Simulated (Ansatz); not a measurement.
A calculation with Ansatz (development build ahead of 0.2.0).

```yaml
crystal:
  periodic: [false, false, false]
  atoms:
    - { symbol: C, position_ang: [0.0, 0.0, 0.0] }
    - { symbol: C, position_ang: [0.0, 0.0, 1.335] }
    - { symbol: C, position_ang: [0.0, 1.22873, -0.86036] }
    - { symbol: C, position_ang: [0.0, -1.22873, 2.19536] }
    - { symbol: H, position_ang: [0.0, -0.96684, -0.50331] }
    - { symbol: H, position_ang: [0.0, 0.96684, 1.83831] }
    - { symbol: H, position_ang: [0.0, 2.11611, -0.2274] }
    - { symbol: H, position_ang: [0.88982, 1.23211, -1.48989] }
    - { symbol: H, position_ang: [-0.88982, 1.23211, -1.48989] }
    - { symbol: H, position_ang: [0.0, -2.11611, 1.5624] }
    - { symbol: H, position_ang: [0.88982, -1.23211, 2.82489] }
    - { symbol: H, position_ang: [-0.88982, -1.23211, 2.82489] }
basis:
  gaussian: { orbitals: cc-pVDZ }
hamiltonian:
  xc: hf
correlation:
  method: mp2
  frozen_orbitals: { C: 1, H: 0 }
```

The input is written out in the form of the current development build from the run's settings.

The run gave:

- Converged: yes
- Reference energy: -156.12264 hartree
- Correlation energy: -0.56059 hartree
- Total energy: -156.68324 hartree
- Spin squared of the determinant: 0.000
